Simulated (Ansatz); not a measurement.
# CHSi (quartet): from Hartree-Fock to the top rungs, cc-pVDZ

How much of the correlation energy of CHSi (quartet) does each wave-function method recover here?

Computed with Ansatz 0.2.0, Gaussian basis. Level: cc-pVDZ, core rule «outside noble gas», up to 6 orbitals frozen.

Plan: UHF; CCSD(T) on ROHF; CCSD(T) on UHF; BCCD(T) on ROHF; CISD; CCSDT(Q) on ROHF; CCSDT(Q) on UHF; CCSDTQ on ROHF; CCSDTQ on UHF; CASSCF and MRCISD+Q, 9 electrons in 9 orbitals; CASSCF and NEVPT2, 9 electrons in 9 orbitals.

3 further runs of the same task are left out: 3 set aside as unsound or not needed.

## 1. The system

The geometry is a PBE0/def2-TZVP stationary point (not a proven minimum).

3 atoms, charge 0, spin multiplicity 4.

Atoms are counted from 1 here; the program's logs count them from 0.

Bond lengths: Si1–C2 1.893 Å, C2–H3 1.096 Å. Angles: Si1–C2–H3 133.1°.

## 2. UHF

in.yaml

```yaml
crystal:
  periodic: [false, false, false]
  atoms:
    - {symbol: Si, position_ang: [0.000000, 0.032553, 0.617233]}
    - {symbol: C, position_ang: [0.000000, -0.127023, -1.268554]}
    - {symbol: H, position_ang: [0.000000, 0.606549, -2.082531]}
basis:
  gaussian: {orbitals: cc-pVDZ}
magnetization: {spin_polarized: true, initial_magnetization: 3}
hamiltonian: {xc: hf}
output: {orbitals: {seedname: orbitals}}
```

The run is started by

```
$ ansatz run in.yaml --threads 1 --pin off --events-out ev --progress --plain --max-ram 3968MiB --backend cpu
```

The runs that follow: CCSD(T) on ROHF; CCSD(T) on UHF; BCCD(T) on ROHF; CISD; CCSDT(Q) on ROHF; CCSDT(Q) on UHF; CCSDTQ on ROHF; CCSDTQ on UHF; CASSCF and MRCISD+Q, 9 electrons in 9 orbitals; CASSCF and NEVPT2, 9 electrons in 9 orbitals.

**Question.** What will the summary of the whole plan be? Wanted: UCCSDTQ below the RHF energy; RMP2 from UCCSDTQ; UMP2 from UCCSDTQ; RCCSD from UCCSDTQ; RCCSD(T) from UCCSDTQ; UCCSD(T) from UCCSDTQ; RCCSDT(Q) from UCCSDTQ; UCCSDT(Q) from UCCSDTQ; NEVPT2 valence from UCCSDTQ.

**Answer**, as computed:

| quantity | value |
| --- | --- |
| UCCSDTQ below the RHF energy | -5.2209 eV |
| RMP2 from UCCSDTQ | +109.4 kJ/mol |
| UMP2 from UCCSDTQ | +111.7 kJ/mol |
| RCCSD from UCCSDTQ | +18.0 kJ/mol |
| RCCSD(T) from UCCSDTQ | +4.4 kJ/mol |
| UCCSD(T) from UCCSDTQ | +4.4 kJ/mol |
| RCCSDT(Q) from UCCSDTQ | +0.2 kJ/mol |
| UCCSDT(Q) from UCCSDTQ | +0.1 kJ/mol |
| NEVPT2 valence from UCCSDTQ | +84.6 kJ/mol |
| MRCISD+Q valence from UCCSDTQ | +2.4 kJ/mol |
| levels within 1 kcal/mol (43 meV) | RCCSDT, UCCSDT, RCCSDT(Q), UCCSDT(Q), RCCSDTQ, MRCISD+Q valence |
| T1 diagnostic | 0.029 |
| effectively unpaired electrons | 3.04 |

**Reading.** RCCSD(T) misses by +4.4 kJ/mol, 0.9 % of the correlation energy. One determinant dominates. Of the multireference levels listed MRCISD+Q valence comes nearest in total energy (+2.4 kJ/mol), which doesn't show that its space is the better one. These misses are within one basis, not against nature; the frozen cores of restricted and unrestricted runs differ, which can shift their rows.
